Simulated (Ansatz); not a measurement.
TlHgInS3 (C2/c, No. 15; cell taken from a computed entry) was calculated with PBE0 (plane waves, PAW; Ansatz, an electronic-structure program).

Run with plane-wave cutoff 460 eV, 6×6×1 k mesh (along the axes of the cell as run), Fermi–Dirac smearing 0.01 eV, scalar-relativistic PAW data made under PBE.

Cell (relaxed with PBEsol):

HgInTlS₃ is modelled in the monoclinic space group C2/c (No. 15), Pearson symbol mS48. Cell: a = 13.796 Å, b = 3.923 Å, c = 21.331 Å, α = 90.00°, β = 103.58°, γ = 90.00°. Tl on 8f is surrounded by 6 S at 3.001–3.315 Å. In on 8f is surrounded by 6 S at 2.585–2.696 Å (octahedral). Hg1 on 4e has 2 S at 2.376 Å and 4 S at 3.111–3.164 Å (octahedral). Hg2 on 4c is surrounded by 2 S at 2.355 Å and 2 S at 3.190 Å (no clear gap to further neighbours). S1 on 8f is coordinated by 1 Hg at 2.376 Å and 2 In at 2.691–2.696 Å and 1 Tl at 3.082 Å and 1 Tl at 3.315 Å (no clear gap to further neighbours). S2 on 8f is coordinated by 3 In at 2.621–2.649 Å and 1 Tl at 3.001 Å and 2 Hg at 3.111–3.164 Å (octahedral). S3 on 8f sees 1 Hg at 2.355 Å and 1 Hg at 3.190 Å and 1 In at 2.585 Å and 3 Tl at 3.063–3.315 Å. (Neighbours: up to the widest gap in distance over summed covalent radii, below 1.35, at either atom; cation-cation and far metal-metal contacts left out.)
(The calculation used a cell of 24 atoms; values per cell refer to that cell.)

What does this level give for the band gap, smallest direct gap on the k points sampled and Γ–Γ gap?


- band gap: 2.77 eV
- smallest direct gap on the k points sampled: 2.81 eV
- Γ–Γ gap: 3.28 eV

Note: cell and atoms aren't relaxed at this level (largest force component 0.18 eV/Å, pressure 1.7 GPa).

Spin–orbit coupling is not included; with these elements it can move the gap by several tenths of an eV or more.

The computed numbers hold no vibrational or temperature effects.

The result took about 2.4 core-hours (a rough figure).
